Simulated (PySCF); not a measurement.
Gas-phase reaction: 6 SiHCl₂ + SiH₄ = 4 SiHCl₃ + 3 SiH₂

Energies from PySCF, thermal terms from the rigid-rotor harmonic-oscillator model, ideal gas at 1 bar. † marks an energy on the PBE0/def2-TZVP geometry and frequencies; other levels use their own. Open shells (unrestricted): SiHCl₂ (multiplicity 2); the rest are closed-shell singlets. SiHCl₂: computed as isolated molecules; such fragments, hydroxides, amides, oligomers or adducts are transient or little studied in the gas. The harmonic model lacks anharmonicity and excited electronic states, which grow with temperature; levels with a mode under 35 cm⁻¹ are left out.

```csv
level,"ΔE electronic, kJ","ΔH°(298 K), kJ","ΔS°(298 K), J/K","ΔG°(600 K), kJ"
PBE/def2-SVP,-177,-185,-105,-124
PBE/def2-TZVP†,-165,-175,-104,-114
PBE0/def2-SVP†,-195,-205,-104,-144
r2SCAN/def2-TZVP†,-131,-140,-104,-79
ωB97M-V/def2-TZVP†,-321,-331,-104,-270
```
ΔH° is lowest at ωB97M-V/def2-TZVP† and highest at r2SCAN/def2-TZVP†. No reference value is set beside these.
